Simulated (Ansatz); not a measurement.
We consider bcc Cs, described by PBEsol in Ansatz (PAW).

Run with plane-wave cutoff 520 eV, 14×14×14 k mesh, Fermi–Dirac smearing 0.05 eV, scalar-relativistic PAW data made under PBE.

Pressure at four volumes; x = ln(V/108.650 Å³). One pressure is withheld.

```
V (Å³/atom)        x  P (GPa)
-----------  -------  -------
102.131      -0.0619    0.140
108.650       0.0000    0.000
112.996       0.0392   -0.076
115.169       0.0583        ?
```

Pass a parabola P(x) through the three rows shown, estimate the bulk modulus and its pressure derivative near zero pressure, and predict the withheld pressure.

Slopes between the rows: (0.000 − (0.140))/(0.0000 − (-0.0619)) = -2.26 and (-0.076 − (0.000))/(0.0392 − (0.0000)) = -1.94 GPa. Their difference over the span 0.1011 is c = 0.32/0.1011 = 3.2 GPa, so P(x) = 0.140 + (-2.26)(x − (-0.0619)) + 3.2 (x − (-0.0619))(x − (0.0000)). At the middle row B = −dP/dx = −[-2.26 + 3.2 × 0.0619] = 2.1 GPa, and B′ = dB/dP = 2c/B = 3.0. At x = 0.0583 the parabola gives -0.109 GPa; the run gives -0.109 GPa. The Birch–Murnaghan fit to the energies at all volumes has B0 = 2.06 GPa and B′ = 3.2.

Measured, for comparison: bulk modulus 2.11 GPa (corrected for temperature and zero-point phonon effects, our sources range from 2.11 to 2.35; as tabulated in Levämäki et al. (2014), arXiv:1402.3671). Computed (rounded) less measured: bulk modulus -2 % (-2 % to -12 % over the range).

Spin–orbit coupling is not included.

Ansatz is an electronic-structure program.
